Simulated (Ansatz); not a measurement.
hcp Co, treated with r²SCAN (Ansatz, a first-principles code, PAW).

Settings: plane-wave cutoff 560 eV, 24×24×14 k mesh (along the axes of the cell as run), Fermi–Dirac smearing 0.05 eV, spin-polarised with parallel moments, scalar-relativistic PAW data made under PBE.

Properties against volume:

Shape and atoms are relaxed at each volume.

```csv
V (Å³/atom),P (GPa),moment (μB per cell of 2 atoms),c (Å),a (Å)
10.212,9.81,3.42,3.963,2.439
10.425,4.68,3.48,3.991,2.456
10.638,-0.01,3.52,4.019,2.472
10.850,-4.31,3.55,4.048,2.488
11.063,-8.19,3.58,4.076,2.504
```

Note: the bulk modulus comes from volumes at which shape and atoms were relaxed.
